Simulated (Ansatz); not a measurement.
Write a Python script for Ansatz 0.2.0 through its Python package that makes a rigid torsion scan of C₂H₆N₂, SMILES N=CCN. Level of theory (for the species named): r2scan0, 6-31G* basis, multiplicity 1.

```csv
atom,x (Å),y (Å),z (Å)
N,-0.9425,0.9399,-0.7074
C,-0.9127,-0.0727,0.0274
C,0.3849,-0.6571,0.4507
N,1.6009,0.1405,-0.0806
H,-1.9758,1.2031,-0.9109
H,-1.8213,-0.5670,0.3765
H,0.4782,-0.6653,1.5617
H,0.5113,-1.6748,0.1034
H,1.3714,1.1178,0.2489
H,1.3888,0.1845,-1.0666
```

The script, `torsion_c2h6n2.py`:
```python
# -*- coding: utf-8 -*-
"""Rigid torsion scan of C2H6N2."""

import ansatz as az
from ase import Atoms

atoms = Atoms(["N", "C", "C", "N", "H", "H", "H", "H", "H", "H"], positions=[
    [-0.9425, 0.9399, -0.7074],
    [-0.9127, -0.0727, 0.0274],
    [0.3849, -0.6571, 0.4507],
    [1.6009, 0.1405, -0.0806],
    [-1.9758, 1.2031, -0.9109],
    [-1.8213, -0.567, 0.3765],
    [0.4782, -0.6653, 1.5617],
    [0.5113, -1.6748, 0.1034],
    [1.3714, 1.1178, 0.2489],
    [1.3888, 0.1845, -1.0666],
])

# start the scan from a relaxed geometry
first = (
    az.Crystal.molecule_from_ase(atoms).calculation()
    .basis(gaussian="6-31G*")
    .functional("R2SCAN0")
    .relax(force_tolerance=0.02, max_steps=80)
)
atoms.positions = first.run(threads=1, pin="off").report["positions_ang"]

start = atoms.get_dihedral(3, 2, 1, 0)
energies = {}
for turn in range(0, 360, 30):
    turned = atoms.copy()
    turned.set_dihedral(3, 2, 1, 0, start + turn, indices=[0, 1, 4, 5])
    base = az.Crystal.molecule_from_ase(turned).calculation().basis(gaussian="6-31G*").functional("R2SCAN0")
    energies[round((start + turn) % 360)] = base.run(threads=1, pin="off").report["free_energy_ev"]
floor = min(energies.values())
print("dihedral N3-C2-C1-N0 (deg)   E - E(min) (kJ/mol)")
for angle, e in sorted(energies.items()):
    print(f"{angle:8d} {96.485332 * (e - floor):14.3f}  " + "#" * int(30 * (e - floor) / max(max(energies.values()) - floor, 1e-9)))
```

`python torsion_c2h6n2.py` gives:
```text
dihedral N3-C2-C1-N0 (deg)   E - E(min) (kJ/mol)
       0          0.000
      30          7.548  ###########
      60         18.357  ############################
      90         18.434  #############################
     120         14.396  ######################
     150         16.321  #########################
     180         19.043  ##############################
     210         16.303  #########################
     240         14.412  ######################
     270         18.466  #############################
     300         18.333  ############################
     330          7.492  ###########
```

The scan is rigid and the energies are electronic, in a modest basis. With rigid groups the curve can differ much from the relaxed path, the start wasn't checked as a minimum of this torsion, and equivalent turns needn't return to the same energy. Run time: 71 s on 1 thread of Arm Neoverse V1 (shared host), peak memory 0.23 GiB.
